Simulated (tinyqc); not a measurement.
Inside a calculation. Method: UHF in the sto-6g basis, for NH, spin multiplicity 3. This run ends on a higher stationary point, not on the lowest solution. One step of it, computed by the program tinyqc.

Problem. Iteration 3: DIIS coefficients. Solve [B -1; -1 0][c; lambda] = [0; -1] for the coefficients, which sum to one.

B (overlaps of the stored error matrices):
$$\begin{pmatrix}
1.3505297e-01 & -6.6437616e-02 & -4.8193738e-03 \\
-6.6437616e-02 & 1.1565466e-01 & 2.8581767e-02 \\
-4.8193738e-03 & 2.8581767e-02 & 1.1264046e-02
\end{pmatrix}$$

Give: DIIS coefficients.

Solution.

DIIS coefficients: [-0.053, -0.308, 1.361]
